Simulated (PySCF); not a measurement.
oxygen (O2), SMILES O=O (connectivity only; charge and spin as stated), neutral, multiplicity 3.

Coordinates come from a PBE0-D3(BJ)/def2-TZVPD optimisation.

Two levels are set side by side: PBE/def2-TZVPD (PySCF) and CAM-B3LYP/def2-TZVPD (PySCF). Same geometry, gas phase. Differences are taken from unrounded values.

| quantity | CAM-B3LYP | PBE | PBE minus CAM-B3LYP |
|---|---|---|---|
| α-spin orbital gap (eV) | 12.21 | 7.60 | -4.61 |
| β-spin orbital gap (eV) | 13.18 | 7.46 | -5.73 |
| mean polarisability (bohr³) | 10.6 | 10.8 | 0.2 |

Rough cost on one machine, each run with all the roots and properties that it gave: CAM-B3LYP against PBE about 1/2.
